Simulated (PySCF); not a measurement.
A basis-limit estimate, worked out

An elementary step of Si2NH7, closed shell (Si₂H₄ ([SiH][SiH3]) + NH₃ → Si₂NH₇ ([NH2][SiH2][SiH3]); bonds formed: Si1–H3; dative contacts that become bonds: Si1–N4; bonds broken: H3–N4). “Start” is the structure reached by relaxing down from the saddle towards the reactants; PBE0-D4/def2-TZVP structures. The saddle:

```
10
angstrom
Si -0.9846 -0.2287 0.1273
Si 1.0928 -1.0835 0.8215
H -1.7625 0.2897 -1.1943
N -0.7148 1.1728 -1.1190
H -1.4812 0.5843 1.2813
H 0.9106 -2.1114 1.8844
H 1.7905 -1.7291 -0.3263
H 1.9902 -0.0111 1.3451
H -0.6709 2.1563 -0.8770
H -0.1700 0.9610 -1.9429
```

PySCF 2.14 with density fitting (its default auxiliary sets; JK sets also for MP2 and CCSD(T)); basis: def2-TZVPP and def2-QZVPP; cores frozen in the correlated methods.

Energies in eV:

| quantity | saddle | start |
| --- | --- | --- |
| Hartree–Fock, triple zeta (X = 3) | -17314.94600 | -17317.12708 |
| Hartree–Fock, quadruple zeta (X = 4) | -17315.51815 | -17317.67970 |
| MP2 correlation, X = 3 | -13.59092 | -13.06093 |
| MP2 correlation, X = 4 | -14.46674 | -13.92220 |
| CCSD(T) correlation, X = 3 | -15.56622 | -15.11462 |

(1) Work out the barrier at the basis limit: extrapolate Hartree–Fock as E(X) = E∞ + A exp(−7.88 √X) and the MP2 correlation as E(X) = E∞ + B X^−2.97 (the exponents that Neese and Valeev fitted for def2-TZVPP and QZVPP), then add CCSD(T) − MP2 in triple zeta.

T1 diagnostic: at most 0.015. The restricted Hartree–Fock reference is unstable towards an unrestricted one at one or more of these structures.

Results:

(1) Each step is linear, so take the differences first (saddle − start): Hartree–Fock 2.18108 (X = 3) and 2.16155 (X = 4); MP2 correlation -0.52999 and -0.54454; CCSD(T) correlation -0.45160.
Two points give E∞ = E(4) + w [E(4) − E(3)], with w = 1/(exp(7.88 (2 − √3)) − 1) = 0.1377 for Hartree–Fock and w = 1/((4/3)^2.97 − 1) = 0.7407 for the correlation.
Hartree–Fock: 2.16155 + 0.1377 × (-0.01953) = 2.1589 eV.
MP2 correlation: -0.54454 + 0.7407 × (-0.01455) = -0.5553 eV.
CCSD(T) − MP2: -0.45160 − (-0.52999) = 0.0784 eV.
Sum: 2.1589 + (-0.5553) + 0.0784 = 1.6820 eV, or 38.79 kcal/mol. Plain CCSD(T) in triple zeta gives 1.7295 eV, so the larger basis shifts the result by -0.0475 eV.

Losses and insertions of silylenes and their heavier kin drive the gas-phase chemistry of silicon and germanium vapour deposition.

Labels in which every atom is bracketed show which atoms are joined, not bond orders.

For scale, one of the runs: CCSD(T)/def2-TZVPP, 213 basis functions, launched by `OMP_NUM_THREADS=4 python run.py`. The run took 7.7 min on 4 CPU threads of an Arm Neoverse V1 (shared host), with 2.5 GiB of host memory at its peak.
